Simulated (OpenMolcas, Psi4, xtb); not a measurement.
# A ladder of methods for C2H6Si (vinylsilane)

C2H6Si: 9 atoms, total charge 0, spin state singlet. SMILES: `C=C[SiH3]`. The shape is that of a PBE0-D4/def2-TZVP optimisation.

```xyz
9

C    -0.7137    0.8702   -1.0483
C    -0.0713    0.7125    0.1056
Si    0.5606   -0.9320    0.7001
H    -0.9057    0.0330   -1.7139
H    -1.0767    1.8386   -1.3815
H     0.0894    1.5920    0.7276
H     2.0358   -0.8939    0.8938
H     0.2234   -1.9724   -0.3073
H    -0.0532   -1.2943    2.0067
```

Quantity: the energy change with the Si3–H8 bond stretched from 1.487 to 1.933 Å, in eV. The values are calculated.

```
                                                        level                   kind     program  value (eV)  less CCSD(T)/6-311+G**  CPU time (all runs)
                                                     GFN2-xTB         semi-empirical         xtb        0.83                   -0.20            under 2 s
                                  HF/6-311+G** (unrestricted)           Hartree–Fock  OpenMolcas        1.13                   +0.10                 38 s
                                 SVWN5/6-311+G** (restricted)                    LDA  OpenMolcas        0.88                   -0.15                 57 s
                                  BLYP/6-311+G** (restricted)                    GGA  OpenMolcas        0.90                   -0.13                 85 s
                                  TPSS/6-311+G** (restricted)               meta-GGA  OpenMolcas        0.98                   -0.05              1.8 min
                                M06-2X/6-311+G** (restricted)        hybrid meta-GGA  OpenMolcas        1.05                   +0.02                 94 s
                                B2PLYP/6-311+G** (restricted)          double hybrid  OpenMolcas        1.04                   +0.01                 67 s
OMP2/6-311+G** (density fitting for correlation) (restricted)    perturbation theory        Psi4        1.09                   +0.06                 47 s
      CCSD(T)/6-311+G** (Cholesky decomposition) (restricted)  coupled cluster or CI  OpenMolcas        1.03                    0.00               10 min
```

Differences are taken from CCSD(T)/6-311+G** (Cholesky decomposition) (restricted) for orientation; it has basis-set and higher-order errors of its own. The first shape isn't each level's own minimum. The values span 0.83 to 1.13 eV. CPU times are rough (shared hosts, several kinds of processor): they show what a rung costs within a factor of a few.
